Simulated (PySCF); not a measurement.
# Si: ionisation energy

Si [Ne] 3s2 3p2 (3P) → Si⁺ [Ne] 3s2 3p1 (2P), as a difference of total energies. All numbers are calculated (PySCF 2.14, no relativity, point nucleus, in aug-cc-pwCVDZ (6s5p3d, 36 functions)). Correlated levels: valence: [Ne] frozen; valence and next inner shell: 1s2 frozen; nothing frozen. The calculations carry no spin-orbit coupling.

Q: Order these methods by the ionisation energy they give, lowest first.
A. LDA
B. B2PLYP
C. SCS-MP2 (all electrons)
D. r2SCAN

A: C (7.875 eV), B (8.000 eV), A (8.251 eV), D (8.331 eV).

Errors of the correlated levels include the incompleteness of this basis and the frozen core.

For comparison: 8.157 eV (measured; NIST levels, between the centres of gravity of the two terms).
